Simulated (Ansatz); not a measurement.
# BCl3 (singlet): from Hartree-Fock to the top rungs, STO-3G

Aim: climb from Hartree-Fock through coupled cluster and multireference methods for BCl3 (singlet) at one geometry and basis, and see what each rung misses.

Computed with Ansatz 0.2.0, Gaussian basis. Level: STO-3G, core rule «outside noble gas», up to 16 orbitals frozen.

The runs, in order: UHF; CCSD(T) on RHF; BCCD(T) on RHF; CISD; CCSDT(Q) on RHF; CISDTQ; CCSDTQ on RHF; CASSCF and MRCISD+Q, 18 electrons in 13 orbitals; CASSCF and NEVPT2, 18 electrons in 13 orbitals; Full CI.

19 further runs of the same task are left out: 2 that didn't finish, 17 set aside as unsound or not needed.

## (1) What is computed

The geometry is an MP2(full)/6-31G* stationary point (not a proven minimum).

4 atoms, charge 0, spin multiplicity 1.

Atoms are counted from 1 here; the program's logs count them from 0.

Bond lengths: B1–Cl2 1.735 Å, B1–Cl3 1.735 Å, B1–Cl4 1.735 Å. Angles: Cl2–B1–Cl3 120.0°, Cl2–B1–Cl4 120.0°, Cl3–B1–Cl4 120.0°.

## (2) UHF

in.yaml

```yaml
crystal:
  periodic: [false, false, false]
  atoms:
    - {symbol: B, position_ang: [0.000000, 0.000000, 0.000000]}
    - {symbol: Cl, position_ang: [0.000000, 1.735352, 0.000000]}
    - {symbol: Cl, position_ang: [1.502859, -0.867676, 0.000000]}
    - {symbol: Cl, position_ang: [-1.502859, -0.867676, 0.000000]}
basis:
  gaussian: {orbitals: STO-3G}
magnetization: {spin_polarized: true, initial_magnetization: 0}
hamiltonian: {xc: hf}
output: {orbitals: {seedname: orbitals}}
```

Started as:

```sh
> ansatz run in.yaml --threads 1 --pin off --events-out ev --progress --plain --max-ram 4096MiB --backend cpu
```

The runs that follow: CCSD(T) on RHF; BCCD(T) on RHF; CISD; CCSDT(Q) on RHF; CISDTQ; CCSDTQ on RHF; CASSCF and MRCISD+Q, 18 electrons in 13 orbitals; CASSCF and NEVPT2, 18 electrons in 13 orbitals; Full CI.

Q: Predict the results of all the runs planned. Wanted: FCI below the RHF energy; RMP2 from FCI; RCCSD from FCI; RCCSD(T) from FCI; RCCSDT(Q) from FCI; NEVPT2 valence from FCI; MRCISD+Q valence from FCI; T1 diagnostic; effectively unpaired electrons.

As calculated:

| quantity | value |
| --- | --- |
| FCI below the RHF energy | -2.1202 eV |
| RMP2 from FCI | +389.1 meV |
| RCCSD from FCI | +102.7 meV |
| RCCSD(T) from FCI | +12.0 meV |
| RCCSDT(Q) from FCI | -1.1 meV |
| NEVPT2 valence from FCI | +12.0 meV |
| MRCISD+Q valence from FCI | -0.5 meV |
| levels within 1 kcal/mol (43 meV) | RCCSD(T), BCCD(T), RCCSDT, CISDTQ, RCCSDT(Q), RCCSDTQ, NEVPT2 valence, MRCISD valence, MRCISD+Q valence |
| T1 diagnostic | 0.012 |
| effectively unpaired electrons | 0.02 |

**Reading.** RCCSD(T) lands +12.0 meV from the yardstick (0.6 % of the correlation energy). RCCSDT falls below full CI, which methods that aren't variational can do. One determinant dominates. Of the multireference levels listed MRCISD+Q valence comes nearest in total energy (-0.5 meV), which doesn't show that its space is the better one. These misses are within one basis, not against nature.
